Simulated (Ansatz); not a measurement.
The input, for Ansatz 0.2.0:

```yaml
crystal:
  periodic: [false, false, false]
  atoms:
    - {symbol: S, position_ang: [0.000000, -0.034020, 0.000000]}
    - {symbol: H, position_ang: [0.000000, 1.146987, 0.000000]}
    - {symbol: H, position_ang: [0.000000, -0.032358, 1.322510]}
    - {symbol: H, position_ang: [0.000000, -0.032358, -1.322510]}
basis:
  gaussian: {orbitals: def2-SVP}
total_charge: 1
magnetization: {spin_polarized: true, initial_magnetization: 2}
correlation: {method: ccsd_t, electrons: valence, diis_vectors: 1}
accuracy: high
scf: {lower_state_search: off}
```

```sh
$ ansatz run in.yaml --threads 1 --pin off --events-out ev --progress --plain --max-ram 2393MiB
```

Question: Roughly how long does this take on 1 thread of Arm Neoverse N1, shared host, and how much host memory?

Answer: 1.4 s wall and 0.13 GiB.

```
these checks for a lower state are left out or cut short: stability, starts, cluster_reference, orbital_swaps, neighbouring_geometries, increment
627 factors; integrals over basis functions are off by at most 3.5e-9 eV
mean field evaluation 1: about -10847.1425 eV, gradient 8.6e0 eV
mean field evaluation 2: about -10847.1469 eV, gradient 8.6e0 eV
mean field evaluation 4: about -10847.8092 eV, gradient 8.0e-1 eV
mean field evaluation 8: about -10847.8177 eV, gradient 2.9e-3 eV
mean field -10847.81765728 eV, -398.6499459900 hartree, gradient 2.4e-8 eV, S^2 2.020714; 0 other end points of the search recorded, 0 dependent functions left out
5 core orbitals not correlated: weight in the atoms' cores, before any rotation towards them, 1.000 or more for the frozen orbitals, at most 0.000 for the correlated occupied ones
reference -10847.81765728 eV, -398.6499459900 hartree; 5, 3 occupied and 23, 25 virtual orbitals, 627 factors
second order -3.37673791 eV of doubles, -0.00000000 eV of singles
cycle   1  -3.91268736 eV  change   -5.4e-1 eV  update   4.7e-2
cycle   2  -4.09460007 eV  change   -1.8e-1 eV  update   1.7e-2
cycle   3  -4.10601465 eV  change   -1.1e-2 eV  update   4.7e-3
cycle   4  -4.10549929 eV  change    5.2e-4 eV  update   1.6e-3
cycle   5  -4.10422742 eV  change    1.3e-3 eV  update   5.3e-4
cycle   6  -4.10366934 eV  change    5.6e-4 eV  update   2.0e-4
cycle   7  -4.10345274 eV  change    2.2e-4 eV  update   8.7e-5
cycle   8  -4.10338941 eV  change    6.3e-5 eV  update   3.9e-5
cycle   9  -4.10337178 eV  change    1.8e-5 eV  update   1.8e-5
cycle  10  -4.10337014 eV  change    1.6e-6 eV  update   8.0e-6
cycle  11  -4.10337054 eV  change   -4.0e-7 eV  update   3.9e-6
cycle  12  -4.10337131 eV  change   -7.7e-7 eV  update   1.9e-6
cycle  13  -4.10337181 eV  change   -5.1e-7 eV  update   9.5e-7
cycle  14  -4.10337205 eV  change   -2.4e-7 eV  update   4.8e-7
cycle  15  -4.10337225 eV  change   -2.0e-7 eV  update   2.5e-7
cycle  16  -4.10337235 eV  change   -9.9e-8 eV  update   1.2e-7
cycle  17  -4.10337230 eV  change    4.3e-8 eV  update   6.1e-8
cycle  18  -4.10337230 eV  change    4.7e-9 eV  update   3.1e-8
cycle  19  -4.10337229 eV  change    1.1e-8 eV  update   1.9e-8
cycle  20  -4.10337229 eV  change    3.9e-9 eV  update   1.2e-8
cycle  21  -4.10337225 eV  change    3.8e-8 eV  update   4.6e-8
cycle  22  -4.10337224 eV  change    3.2e-9 eV  update   1.6e-8
cycle  23  -4.10337225 eV  change   -7.8e-9 eV  update   5.4e-9
cycle  24  -4.10337226 eV  change   -3.8e-9 eV  update   2.3e-9
cycle  25  -4.10337226 eV  change   -1.0e-9 eV  update  8.6e-10
cycle  26  -4.10337226 eV  change   2.4e-11 eV  update  3.7e-10
perturbative correction -0.07890695 eV, -0.0028997769 hartree
Total energy: -10851.99993648 eV, -398.8036419160 hartree
Checks for a lower state left out: stability, starts, cluster_reference, orbital_swaps, neighbouring_geometries, increment
```
